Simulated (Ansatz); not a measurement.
A calculation with Ansatz (development build ahead of 0.2.0).

```yaml
crystal:
  periodic: [false, false, false]
  atoms:
    - { symbol: P, position_ang: [0.00076, 0.00049, -0.94507] }
    - { symbol: P, position_ang: [0.00059, 6.0e-05, 0.9447] }
basis:
  gaussian: { orbitals: def2-TZVP }
hamiltonian:
  xc: hf
```

The input is written out in the form of the current development build from the run's settings.

Results

| Quantity | Value |
| --- | --- |
| Converged | yes |
| Total energy | -681.48021 hartree |
| Spin squared of the determinant | 0.000 |
